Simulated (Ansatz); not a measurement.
System (SMILES): OO (H2O2).
Atoms: O1, O2, H3, H4. Bonds: O1-O2, O1-H3, O2-H4.

Basis-set convergence of the lowest harmonic wavenumber at HF with Ansatz (a quantum-chemistry and plane-wave program). Each level at its own minimum, finite differences of forces, unscaled; the reference is a large set that could be run, not a limit. Cartesian d functions, on some or all atoms, in 6-31+G*; all else is spherical. The program fits the integrals of some runs and decomposes those of others, by size. No added dispersion term, no relativity. Reference: the value in aug-pcseg-2, 409 cm⁻¹, itself unsure by roughly 2 cm⁻¹ (its mean distance from aug-cc-pVTZ, def2-TZVPPD).

| basis | functions | lowest harmonic wavenumber (cm⁻¹) |
|---|---|---|
| def2-SV(P) | 32 | (withheld) |
| pcseg-1 | 38 | 388 |
| 6-31+G* | 42 | 418 |
| def2-SVPD | 62 | 428 |
| aug-cc-pVDZ | 64 | (withheld) |
| aug-pcseg-1 | 64 | (withheld) |
| 6-311++G(2d,2p) | 74 | 438 |
| cc-pVTZ | 88 | 410 |
| def2-TZVPP | 90 | 405 |
| def2-TZVPD | 98 | 420 |
| jun-cc-pV(T+d)Z | 106 | (withheld) |
| def2-TZVPPD | 114 | 413 |
| aug-cc-pVTZ | 138 | 411 |

Task: Some entries are withheld; supply them.

Result: 
- def2-SV(P), lowest harmonic wavenumber (cm⁻¹): 382
- aug-cc-pVDZ, lowest harmonic wavenumber (cm⁻¹): 424
- aug-pcseg-1, lowest harmonic wavenumber (cm⁻¹): 456
- jun-cc-pV(T+d)Z, lowest harmonic wavenumber (cm⁻¹): 415
